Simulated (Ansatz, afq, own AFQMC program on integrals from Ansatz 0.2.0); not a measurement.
Two steps: Ansatz 0.2.0 writes the Fock matrix and Cholesky factors of the valence space, and afq projects on them the lowest state that overlaps trial and start.

```yaml
crystal:
  periodic: [false, false, false]
  atoms:
    - {symbol: Si, position_ang: [0.017735, -0.042503, 0.558700]}
    - {symbol: O, position_ang: [0.017735, 0.078930, -1.084743]}
    - {symbol: H, position_ang: [1.221299, -0.763941, 1.056456]}
    - {symbol: H, position_ang: [0.017735, 1.347428, 1.068651]}
    - {symbol: H, position_ang: [-1.185829, -0.763941, 1.056456]}
    - {symbol: H, position_ang: [-0.828899, 0.111889, -1.530807]}
basis:
  gaussian: {orbitals: 6-31G}
magnetization: {spin_polarized: false}
correlation: {method: ccsd_t, electrons: outside_noble_gas, hamiltonian_folder: ham}
```

```sh
$ ansatz run in.yaml --threads 1 --pin off --events-out ev --progress --plain --max-ram 1382MiB
```

afq runs on the folder ham with

```
--method phaseless --trial cisd --walkers 70 --populations 1 --least-time 40 --time-step 0.005 --steps-per-block 50 --equilibration-blocks 40 --max-blocks 300 --target-error 0.0009 --factor-cut 1e-05 --seed 8161 --release-times 0.24,0.51,0.99,1.62,2.4 --release-step 0.03 --release-every 4 --taylor-order 6
```

Times are imaginary, in 1/Eh. The walk had a cap of 533 s.

Output of the walk:

```
orbitals 24  electrons 7 7  factors 169 of 343
reference energy -366.03705096 Eh
CCSD correlation -0.19877478 Eh in 9 cycles, weight of the determinant in the CISD state 0.9166
energy of the start -366.235826 Eh
 block  time / (1/Eh)  mean weight  energy / Eh
     1     0.250  0.9998  -366.233910
     2     0.500  0.9992  -366.239337
     3     0.750  1.0003  -366.239286
     4     1.000  1.0010  -366.234713
     5     1.250  1.0016  -366.237339
     7     1.750  1.0011  -366.233141
     9     2.250  1.0010  -366.236753
    11     2.750  1.0002  -366.236959
    21     5.250  0.9998  -366.235666
    31     7.750  1.0015  -366.242649
    41    10.250  1.0012  -366.242179
    51    12.750  0.9983  -366.232899
    61    15.250  1.0032  -366.239620
    71    17.750  1.0006  -366.236981
    81    20.250  0.9990  -366.235750
    91    22.750  0.9992  -366.236162
   101    25.250  0.9991  -366.236820
   111    27.750  0.9989  -366.234139
   121    30.250  0.9982  -366.237847
   131    32.750  1.0002  -366.234605
   141    35.250  1.0002  -366.236908
   151    37.750  1.0023  -366.243716
   161    40.250  1.0023  -366.240157
   171    42.750  0.9994  -366.239838
   181    45.250  0.9995  -366.239168
   191    47.750  0.9993  -366.248603
   196    49.000  1.0001  -366.236164
blocks merged  error / Eh  count
     1  0.000328  160
     2  0.000386  80
     4  0.000472  40
     8  0.000536  20
    16  0.000465  10
released: time / (1/Eh)  energy / Eh  error  mean overlap
  0.24  -366.239505  0.000436  0.9990
  0.51  -366.238998  0.000321  1.0017
  0.99  -366.239383  0.000401  0.9979
  1.62  -366.239818  0.000363  1.0073
  2.40  -366.239326  0.000543  1.0042
energy -366.239236 +/- 0.000536 Eh
(rows thinned)
```

The run passed its tests (sampling time, drift between the halves within three errors, error under three times the target), which doesn't prove that it has relaxed. The second half of the sampling lies below the first by 2.1 errors of their difference, so the energy may still be moving and its error bar be too small.

Against this walk (error 14.6 meV) on the same determinant: CCSD(T) 22.3 meV higher (within the noise). The error is statistical and leaves out the bias of the constraint. Released to 2.40 1/Eh the energy moves by -2 ± 21 meV (both errors), within twice the noise.

Cautions: constraint bias not in the error.

The walk took 56 s on 1 thread of Arm Neoverse V2 (shared host). The log's last line is the phaseless energy.
